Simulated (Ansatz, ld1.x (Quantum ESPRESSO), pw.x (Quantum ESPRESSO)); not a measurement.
Which Hf potential is closest to all-electron in the diamond crystal?

All use PBEsol, scalar-relativistic, no spin, cutoffs from each file’s atomic test, pw.x 7.5; 8³ k-points, Fermi–Dirac smearing 0.01 Ry. Δ is the rms difference from all-electron LAPW of the E(V) curves that follow from fits to the pressures, over ±6 % in volume. Mesh and smearing are coarse and serve the comparison alone. The files are a selection: those with a ghost or negative overlap were mostly not run, and those with noisy or unconverged pressures or nearly equal Δ are left out.

All-electron: a0 = 6.385 Å (V0 = 32.54 Å³/atom), B0 = 29.5 GPa.

(1) Rank them by Δ, smallest first.
A. PAW, ld1.x (Quantum ESPRESSO) 7.5, PBEsol; core [Kr] 4d10 4f14, reference 5s2 5p6 5d2 6s2 6p0; waves: 5s (bound): rcut 1.45, rcutus 1.55 bohr; 6s (bound): rcut 1.45, rcutus 1.55 bohr; 5p (bound): rcut 2.35, rcutus 2.80 bohr; 6p (bound, empty): rcut 2.35, rcutus 2.80 bohr; 5d (bound): rcut 1.65, rcutus 1.95 bohr; 5d channel at 0.95 Ry: rcut 1.65, rcutus 1.95 bohr; local part: all-electron potential smoothed inside 1.25 bohr (lloc = -2); core correction: a·sin(br)/r model core inside 1.10 bohr; augmentation: PSQ, inside the norm-conserving radii.
B. PAW, ld1.x (Quantum ESPRESSO) 7.5, PBEsol; core [Kr] 4d10 4f14, reference 5s2 5p6 5d2 6s2 6p0; waves: 5s (bound): rcut 1.55, rcutus 1.85 bohr; 6s (bound): rcut 1.55, rcutus 1.85 bohr; 5p (bound): rcut 2.05, rcutus 2.30 bohr; 6p (bound, empty): rcut 2.05, rcutus 2.30 bohr; 5d (bound): rcut 2.80, rcutus 3.30 bohr; 5d channel at 0.2 Ry: rcut 2.80, rcutus 3.30 bohr; local part: all-electron potential smoothed inside 2.70 bohr (lloc = -1); core correction: Bessel-smoothed model core inside 1.05 bohr; augmentation: PSQ, inside the norm-conserving radii.
C. norm-conserving Troullier–Martins (Kleinman–Bylander form), ld1.x (Quantum ESPRESSO) 7.5, PBEsol; core [Xe] 4f14, reference 5d2 6s2 6p0; waves: 6s (bound): rc 3.00 bohr; 6p (bound, empty): rc 3.70 bohr; 5d (bound): rc 3.05 bohr; local part: all-electron potential smoothed inside 2.55 bohr (lloc = -1); core correction: Bessel-smoothed model core inside 2.05 bohr.

Results:

(1) B (3.4 meV/atom), A (6.3 meV/atom), C (9.0 meV/atom).
